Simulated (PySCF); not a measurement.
Species: C₅H₇N.
SMILES with atom numbers: `[CH2:1]=[N:2][C@H:3]1[CH2:4][C:5]1=[CH2:6]` (hydrogens: H7, H8 on C1; H9 on C3; H10, H11 on C4; H12, H13 on C6)

The calculation used PBE0-D3(BJ)/def2-SVP geometry optimisation, gas phase in PySCF 2.14.0.

Question: List the bond lengths, angles and torsions at this level.

Answer: 
| bond | length (Å) | order |
| --- | --- | --- |
| C1=N2 | 1.264 | double |
| N2–C3 | 1.412 | single |
| C3–C4 | 1.534 | single |
| C4–C5 | 1.453 | single |
| C5=C6 | 1.322 | double |
| C3–C5 | 1.475 | single |
| C1–H7 | 1.099 | single |
| C1–H8 | 1.108 | single |
| C3–H9 | 1.104 | single |
| C4–H10 | 1.095 | single |
| C4–H11 | 1.095 | single |
| C6–H12 | 1.094 | single |
| C6–H13 | 1.094 | single |

Orders are formal, as drawn. A selection of angles:
| angle | degrees |
| --- | --- |
| N2–C1–H7 | 119.4 |
| N2–C1–H8 | 123.5 |
| H7–C1–H8 | 117.1 |
| C1–N2–C3 | 118.7 |
| N2–C3–C4 | 117.2 |
| N2–C3–C5 | 117.9 |
| N2–C3–H9 | 117.5 |
| C4–C3–C5 | 57.7 |
| C4–C3–H9 | 116.3 |
| C5–C3–H9 | 116.8 |
| C3–C4–C5 | 59.1 |
| C3–C4–H10 | 117.4 |
| C3–C4–H11 | 115.5 |
| C5–C4–H10 | 120.1 |
| C5–C4–H11 | 117.7 |
| H10–C4–H11 | 115.3 |
| C4–C5–C6 | 150.6 |
| C3–C5–C4 | 63.2 |
| C3–C5–C6 | 146.2 |
| C5–C6–H12 | 121.0 |
| C5–C6–H13 | 121.3 |
| H12–C6–H13 | 117.8 |

Torsions: C1–N2–C3–C4 151° (antiperiplanar); N2–C3–C4–C5 107° (anticlinal); C3–C4–C5–C6 -177° (antiperiplanar); N2–C3–C5–C4 -106° (anticlinal).

The 2 C–N bonds span 1.264 Å (C1=N2, drawn double) to 1.412 Å (N2–C3, drawn single), a spread of 0.148 Å. Of the pairs four or more bonds apart, H8···H9 is among the closest relative to their van der Waals radii: 2.30 Å, 96 % of the sum of Bondi's values. The 3-membered ring C3–C4–C5 has internal angles of 57.7° to 63.2°. The 4 C–C bonds span 1.322 Å (C5=C6, drawn double) to 1.534 Å (C3–C4, drawn single), a spread of 0.212 Å.

Point group: C1 (no symmetry element, even within 0.4 Å). Whether it is a minimum is left open (no frequencies). One conformer, not necessarily the lowest.

Hardware: Arm Neoverse V2, one thread, on a shared host. Cost: 47 s wall, 0.50 GiB resident at most. These figures are those of the optimisation.
